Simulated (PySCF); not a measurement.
Compound: fluoroborane Ion, BFH (charge +1).
Atom-mapped SMILES: `[BH+:1][F:2]` (hydrogens: H3 on B1)

Structure used (PBE0-D3(BJ)/def2-TZVP), in Å, numbered top down from 1:
```
atom  x, y, z in Å
B1    -0.0074   -0.0161   -0.0060
F2     1.1229    0.3876   -0.1745
H3    -1.1084   -0.4088    0.1584
```

Computed with PySCF at wB97X-D/pcSseg-2, non-relativistic, on one gas-phase PBE0-D3(BJ)/def2-TZVP geometry that isn't relaxed in the solvent. The solvent is an IEF-PCM continuum (cavity from Bondi-type radii × 1.2). Only the electrostatic response of the medium enters.

Gas phase at wB97X-D/pcSseg-2: HOMO -24.24 eV, LUMO -7.32 eV.

Question: What does the continuum do to the energy and the frontier levels at wB97X-D/pcSseg-2 in chloroform?

Answer: 
| solvent | ε | E(solvent) − E(gas) (kcal/mol) | polarisation term (kcal/mol) | distortion of the solute (kcal/mol) | HOMO (eV) | LUMO (eV) |
| --- | --- | --- | --- | --- | --- | --- |
| chloroform | 4.711 | -56.18 | -56.26 | 0.08 | -19.35 | -2.53 |

The first energy column is the sum of the next two and covers electrostatics alone.

Question: Which radius a makes Born's formula ΔE = −(q²/2a)(1 − 1/ε) give the value in chloroform?

Answer: a = q²(1 − 1/ε)/(2|ΔE|) = 2.33 Å, with q = +1 e and |ΔE| = 0.0895 Eh; the farthest nucleus lies 1.20 Å from the centroid of the nuclei. The formula assumes a point charge at the centre of a sphere.

The pairwise dispersion term of wB97X-D wasn't added to the energies; at a given geometry it leaves orbitals and properties as they are.
